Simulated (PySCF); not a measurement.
PySCF input (HF/def2-TZVPD):

```python
from pyscf import gto, scf, dft

mol = gto.M(
    atom='''
    C     0.00151063   -0.00003421    0.15677747
    C    -0.00745373    1.47973661   -0.01482608
    C     1.28493407   -0.73353222   -0.02776186
    C    -1.27792029   -0.74619443   -0.00307020
    H    -0.01913589    1.76636606   -1.08038075
    H    -0.89153056    1.93489643    0.43835820
    H     0.88065011    1.94365219    0.42128423
    H     1.52338880   -0.87527278   -1.09582020
    H     2.12764463   -0.19187872    0.40880281
    H     1.24913342   -1.73108127    0.41693185
    H    -1.53549656   -0.89038572   -1.06634955
    H    -1.22370432   -1.74329874    0.44075626
    H    -2.11737378   -0.21285195    0.44970118
    ''',
    basis='def2-tzvpd',
    charge=0,
    spin=1,
    verbose=4,
)

mf = scf.UHF(mol).density_fit(auxbasis='def2-universal-jkfit')
mf.conv_tol = 1e-9
mf.max_cycle = 100
mf.max_memory = 1500
mf.kernel()
if not mf.converged:
    mf = mf.newton()
    mf.kernel(mf.make_rdm1())
for _ in range(2):
    mo, _, stable, _ = mf.stability(return_status=True)
    if stable:
        break
    mf.kernel(mf.make_rdm1(mo, mf.mo_occ))
mf.analyze()
```

End of the output:

```
Extra cycle  E= -156.732229164853  delta_E= -4.26e-11  |g|= 3.35e-06  |ddm|= 3.03e-05
converged SCF energy = -156.732229164853  <S^2> = 0.76471378  2S+1 = 2.0146601
uhf_internal: lowest eigs of H = [0.41491351 0.50475753 0.50586689]
<class 'pyscf.df.df_jk.DFUHF'> wavefunction is stable in the internal stability analysis
**** SCF Summaries ****
Total Energy =                        -156.732229164852527
Nuclear Repulsion Energy =             125.618495561984332
One-electron Energy =                 -458.719911864676590
Two-electron Energy =                  176.369187137839731
Two-electron Coulomb Energy =          200.368199875747678
DFT Exchange-Correlation Energy =      -23.999012737907947
HOMO-LUMO gap [eV] =                    10.386328114883925
**** MO energy ****
                             alpha | beta                alpha | beta
MO #1   energy= -11.2238229441932  | -11.2129603637527  occ= 1 | 1
MO #2   energy= -11.2098663124468  | -11.2129555009861  occ= 1 | 1
MO #3   energy= -11.2098663113965  | -11.2129554998807  occ= 1 | 1
MO #4   energy= -11.2098145401175  | -11.1989240473214  occ= 1 | 1
MO #5   energy= -1.09039693245217  | -1.05154571573313  occ= 1 | 1
MO #6   energy= -0.935007467654432 | -0.934685885294919 occ= 1 | 1
MO #7   energy= -0.935007466837489 | -0.934685884545954 occ= 1 | 1
MO #8   energy= -0.743362000868242 | -0.699189911012294 occ= 1 | 1
MO #9   energy= -0.620031906533154 | -0.595256706006031 occ= 1 | 1
MO #10  energy= -0.601665911374797 | -0.595256705948799 occ= 1 | 1
MO #11  energy= -0.601665911280756 | -0.572018217179705 occ= 1 | 1
MO #12  energy= -0.535608263597555 | -0.525225189292886 occ= 1 | 1
MO #13  energy= -0.53560825990025  | -0.525225185549529 occ= 1 | 1
MO #14  energy= -0.514056673743189 | -0.512733936708796 occ= 1 | 1
MO #15  energy= -0.484066874850777 | -0.47719279535783  occ= 1 | 1
MO #16  energy= -0.484066873064443 | -0.477192793608017 occ= 1 | 1
MO #17  energy= -0.309605540288239 | 0.0720849809975981 occ= 1 | 0
MO #18  energy= 0.0726446865155684 | 0.0965349429223283 occ= 0 | 0
MO #19  energy= 0.096118378675695  | 0.0965349430807384 occ= 0 | 0
MO #20  energy= 0.0961183788441259 | 0.115991163174746  occ= 0 | 0
MO #21  energy= 0.118017870993938  | 0.125933446222357  occ= 0 | 0
MO #22  energy= 0.14393621181439   | 0.152575164835627  occ= 0 | 0
MO #23  energy= 0.152425492352475  | 0.15257516494364   occ= 0 | 0
MO #24  energy= 0.15242549245195   | 0.166323504325503  occ= 0 | 0
MO #25  energy= 0.17929107666708   | 0.179772990362755  occ= 0 | 0
MO #26  energy= 0.179291077118465  | 0.179772990792193  occ= 0 | 0
MO #27  energy= 0.193856366258833  | 0.20401362677911   occ= 0 | 0
MO #28  energy= 0.20418042425894   | 0.208757491110736  occ= 0 | 0
MO #29  energy= 0.209304162552966  | 0.211551135436371  occ= 0 | 0
MO #30  energy= 0.209304163292625  | 0.211551136090137  occ= 0 | 0
MO #31  energy= 0.229697945626677  | 0.230457024201164  occ= 0 | 0
MO #32  energy= 0.229697945996708  | 0.230457024585606  occ= 0 | 0
MO #33  energy= 0.253399932957032  | 0.264417690596535  occ= 0 | 0
MO #34  energy= 0.274913618046938  | 0.275370097476979  occ= 0 | 0
MO #35  energy= 0.274913618477021  | 0.275370097911986  occ= 0 | 0
MO #36  energy= 0.294985762670704  | 0.295812589796711  occ= 0 | 0
MO #37  energy= 0.306776934626172  | 0.31243773342391   occ= 0 | 0
MO #38  energy= 0.323335653168605  | 0.325144924250551  occ= 0 | 0
MO #39  energy= 0.324103646722705  | 0.325144924319234  occ= 0 | 0
MO #40  energy= 0.324103646822661  | 0.328383094922659  occ= 0 | 0
MO #41  energy= 0.329871005470385  | 0.334783594915383  occ= 0 | 0
MO #42  energy= 0.347339003905804  | 0.34903984620775   occ= 0 | 0
MO #43  energy= 0.34733900456547   | 0.34903984676842   occ= 0 | 0
MO #44  energy= 0.355132031986892  | 0.356164340884069  occ= 0 | 0
MO #45  energy= 0.355132032350586  | 0.356164341267016  occ= 0 | 0
MO #46  energy= 0.371081958583592  | 0.376557877372203  occ= 0 | 0
MO #47  energy= 0.385040486675951  | 0.385269873217686  occ= 0 | 0
MO #48  energy= 0.385040486959859  | 0.385269873490285  occ= 0 | 0
MO #49  energy= 0.408469551014098  | 0.413035752257366  occ= 0 | 0
MO #50  energy= 0.40846955211862   | 0.413035753124027  occ= 0 | 0
MO #51  energy= 0.409584605426002  | 0.424575861238961  occ= 0 | 0
MO #52  energy= 0.423538765388228  | 0.424732017067334  occ= 0 | 0
MO #53  energy= 0.423538765549934  | 0.424732017232508  occ= 0 | 0
MO #54  energy= 0.437970277460438  | 0.442919836637502  occ= 0 | 0
MO #55  energy= 0.438675704775199  | 0.442919836993332  occ= 0 | 0
MO #56  energy= 0.438675704893352  | 0.448536959308356  occ= 0 | 0
MO #57  energy= 0.448598993534678  | 0.456682850089255  occ= 0 | 0
MO #58  energy= 0.470609325205479  | 0.470644993363256  occ= 0 | 0
MO #59  energy= 0.473123319586129  | 0.47407292346458   occ= 0 | 0
MO #60  energy= 0.47312332034294   | 0.474072924190115  occ= 0 | 0
MO #61  energy= 0.48260460671979   | 0.485041977824091  occ= 0 | 0
MO #62  energy= 0.482604607053739  | 0.485041978109161  occ= 0 | 0
MO #63  energy= 0.485098406359219  | 0.494954578854783  occ= 0 | 0
MO #64  energy= 0.504124072206754  | 0.507320962098059  occ= 0 | 0
MO #65  energy= 0.504124072519921  | 0.507320962330199  occ= 0 | 0
MO #66  energy= 0.515205044494872  | 0.527933918395553  occ= 0 | 0
MO #67  energy= 0.529962220017033  | 0.531127160781116  occ= 0 | 0
MO #68  energy= 0.529962220961563  | 0.531127161678898  occ= 0 | 0
MO #69  energy= 0.553698048934609  | 0.555375946289587  occ= 0 | 0
MO #70  energy= 0.553698049963476  | 0.555881413857896  occ= 0 | 0
MO #71  energy= 0.555166487489372  | 0.555881415009567  occ= 0 | 0
MO #72  energy= 0.559857339297404  | 0.5685199176246    occ= 0 | 0
MO #73  energy= 0.567407668636104  | 0.568519917818729  occ= 0 | 0
MO #74  energy= 0.567407668809746  | 0.574557586692551  occ= 0 | 0
MO #75  energy= 0.580445920918245  | 0.58100273684627   occ= 0 | 0
MO #76  energy= 0.62740211586222   | 0.627850937033797  occ= 0 | 0
MO #77  energy= 0.641931247452538  | 0.645012364039941  occ= 0 | 0
MO #78  energy= 0.641931247587778  | 0.645012364143122  occ= 0 | 0
MO #79  energy= 0.659319124883473  | 0.675705436745075  occ= 0 | 0
MO #80  energy= 0.673443214786969  | 0.675705436816632  occ= 0 | 0
MO #81  energy= 0.673443214884351  | 0.699452294013668  occ= 0 | 0
MO #82  energy= 0.733944486098458  | 0.743810027566058  occ= 0 | 0
MO #83  energy= 0.733944486854664  | 0.743810028214112  occ= 0 | 0
MO #84  energy= 0.745876885510973  | 0.757599869753221  occ= 0 | 0
MO #85  energy= 0.770409271132522  | 0.771416159582584  occ= 0 | 0
MO #86  energy= 0.770409273607454  | 0.771416162069627  occ= 0 | 0
MO #87  energy= 0.791930600771321  | 0.807333449196812  occ= 0 | 0
MO #88  energy= 0.822327301518837  | 0.823215991959033  occ= 0 | 0
MO #89  energy= 0.822327302047134  | 0.82321599237611   occ= 0 | 0
MO #90  energy= 0.824437363463341  | 0.835078232556735  occ= 0 | 0
MO #91  energy= 0.875073628364203  | 0.881021149156823  occ= 0 | 0
MO #92  energy= 0.879159500571938  | 0.881021149958998  occ= 0 | 0
MO #93  energy= 0.879159501227252  | 0.881856553139475  occ= 0 | 0
MO #94  energy= 0.889453933219258  | 0.90333493226233   occ= 0 | 0
MO #95  energy= 0.903004300742822  | 0.903997755337758  occ= 0 | 0
MO #96  energy= 0.903004301922017  | 0.906546784416457  occ= 0 | 0
MO #97  energy= 0.904963888576605  | 0.90654678556398   occ= 0 | 0
MO #98  energy= 0.931113650699719  | 0.939730540020051  occ= 0 | 0
MO #99  energy= 0.933533886262756  | 0.939730541052228  occ= 0 | 0
MO #100 energy= 0.933533887278244  | 0.939887015166826  occ= 0 | 0
MO #101 energy= 0.973541173168568  | 0.981239753985453  occ= 0 | 0
MO #102 energy= 0.973541175187177  | 0.981239755974979  occ= 0 | 0
MO #103 energy= 0.998115633913134  | 0.999118134313592  occ= 0 | 0
MO #104 energy= 1.02401019685512   | 1.02825358459763   occ= 0 | 0
[...]
```

It need not be the lowest isomer of its formula.
